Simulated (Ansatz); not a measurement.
A calculation with Ansatz (development build ahead of 0.2.0).

```yaml
crystal:
  periodic: [false, false, false]
  atoms:
    - { symbol: H, position_ang: [0.0, 0.0, -1.04] }
    - { symbol: "N", position_ang: [0.0, 0.0, 0.0] }
    - { symbol: O, position_ang: [0.0, 1.27188, 0.38885] }
basis:
  gaussian: { orbitals: aug-cc-pVTZ }
total_charge: -1
magnetization:
  initial_magnetization: 1
hamiltonian:
  xc: hf
correlation:
  method: ccsd_t
  frozen_orbitals: { H: 0, "N": 1, O: 1 }
```

The input is written out in the form of the current development build from the run's settings. Correlation on restricted open-shell orbitals is semicanonical, with singles.

The run gave:

```json
{"Converged": "yes", "Reference energy": "-129.82404 hartree", "CCSD correlation energy": "-0.47311 hartree", "Triples correction": "-0.02197 hartree", "Total energy": "-130.31911 hartree", "Spin squared of the determinant": "0.750"}
```
